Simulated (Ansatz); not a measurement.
Conformers of C₃H₆F₂O, SMILES `CCOC(F)F`, each relaxed with PBE0-D4/def2-TZVP in Ansatz. CBS adds the triple-zeta coupled-cluster correction to the MP2 limit.

Not all of them had a frequency check.

Conformer A:

```xyz
12

C    -0.813   -1.548   -0.434
C     0.135   -0.379   -0.438
O    -0.181    0.451    0.677
C     0.509    1.607    0.719
F    -0.018    2.360    1.691
F     1.815    1.391    1.038
H    -0.711   -2.121    0.489
H    -0.594   -2.207   -1.276
H    -1.847   -1.209   -0.518
H     0.035    0.205   -1.362
H     1.174   -0.714   -0.359
H     0.494    2.165   -0.228
```

Conformer B:

Z-matrix (Å, degrees):
```
C
C 1 1.511
H 1 1.091 2 110.5
H 1 1.093 2 109.8 3 119.6
H 1 1.092 2 112.0 3 -120.9
O 2 1.429 1 112.1 3 56.5
H 2 1.095 1 111.8 3 -179.9
H 2 1.090 1 110.7 3 -60.2
C 6 1.348 2 114.8 1 85.7
F 9 1.338 6 107.6 2 -167.8
F 9 1.362 6 111.0 2 75.2
H 9 1.097 6 114.4 2 -46.1
```

**Question.** Which is lowest in electronic energy at CCSD(T)/CBS (frozen core, def2 sets), and by how much? (Estimate.)

**Answer.** Computed: A; B lies 5.1 kJ/mol higher.

**Question.** Give the energies relative to A (kJ/mol) with r2SCAN-D4/def2-TZVPP, ωB97X-V/def2-TZVPP, r2SCAN/def2-TZVPP, B3LYP/def2-TZVPP, HF/def2-QZVPP, SCS-MP2/def2-QZVPP, MP2/CBS(def2). (Estimate.)

**Answer.** Ansatz gave: 
```json
{"level": "r2SCAN-D4/def2-TZVPP", "B": "5.1"}
{"level": "ωB97X-V/def2-TZVPP", "B": "4.8"}
{"level": "r2SCAN/def2-TZVPP", "B": "5.2"}
{"level": "B3LYP/def2-TZVPP", "B": "5.9"}
{"level": "HF/def2-QZVPP", "B": "6.9"}
{"level": "SCS-MP2/def2-QZVPP", "B": "5.6"}
{"level": "MP2/CBS(def2)", "B": "5.5"}
```

B3LYP here is the variant with VWN-RPA as its local correlation; programs differ in this.
